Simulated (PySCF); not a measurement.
Ionisation of 1-pyrroline

Parent: 1-pyrroline, `C1=NCCC1` (C4H7N). Coordinates in Å; atoms count from 1 in this order:
```
C    -0.5312    1.1244   -0.6405
N     0.7081    1.3122   -0.4416
C     1.2392    0.1728    0.2958
C     0.1635   -0.9297    0.2598
C    -1.1115   -0.1544   -0.0935
H    -1.1366    1.8826   -1.1564
H     1.4638    0.5088    1.3245
H     2.2013   -0.1413   -0.1387
H     0.3945   -1.6558   -0.5351
H     0.0867   -1.4905    1.2018
H    -1.7691   -0.6684   -0.8119
H    -1.7339    0.0739    0.7913
```

Level of theory: ωB97X-D3(BJ)/ma-def2-TZVP single points in PySCF, grid level 2; every species was optimised with PBE0-D3(BJ)/def2-SVP. Thermal corrections: PBE0-D3(BJ)/def2-SVP frequencies, unscaled, ideal gas at 298.15 K and 1 bar, quasi-RRHO entropy.

Frontier levels of the parent: HOMO -9.97 eV, LUMO 1.17 eV.

Oxidation to the radical cation:
```
Vertical ionisation energy (electronic)              : 9.75 eV
Adiabatic ionisation energy (with zero-point energy) : 9.17 eV
Adiabatic, electronic part                           : 9.20 eV
Vertical gap at the product's structure              : 8.57 eV
Inner reorganisation energy (four-point)             : 1188 meV
Relaxation of product / of parent                    : 550 / 638 meV
⟨S²⟩ of the product                                  : 0.759
Largest spin populations                             : N2 0.87, C5 0.09, C4 0.09, C1 -0.09
Largest changes of atomic charge                     : N2 0.40, C1 0.10, H (on C1) 0.10
Distances that move most (Å)                         : C3–C4 1.541 → 1.569; N2–C3 1.457 → 1.433; C4–C5 1.533 → 1.558; C1–N2 1.269 → 1.256
Potential in acetonitrile                            : 6.84 V absolute, 2.30 V against Fc+/Fc computed at 4.54 V (solvation -19 → -241 kJ/mol)
```

Solvents are IEF-PCM continua (electrostatics only, gas-phase structures); absolute potentials refer to an electron at rest in vacuum. Fc+/Fc in acetonitrile, 4.54 V, is ωB97X-D3(BJ)/ma-def2-TZVP on PBE0-D3(BJ)/def2-SVP structures with GFN2-xTB thermal terms. Benchmark calculations put it near 5.0 V in acetonitrile and DMSO, so it is about 0.5 V low, and the value against it can read up to that much too high.

Measured values (NIST Chemistry WebBook, evaluated or the median of agreeing entries): vertical ionisation energy 9.71 eV (computed 9.75, difference 0.04).
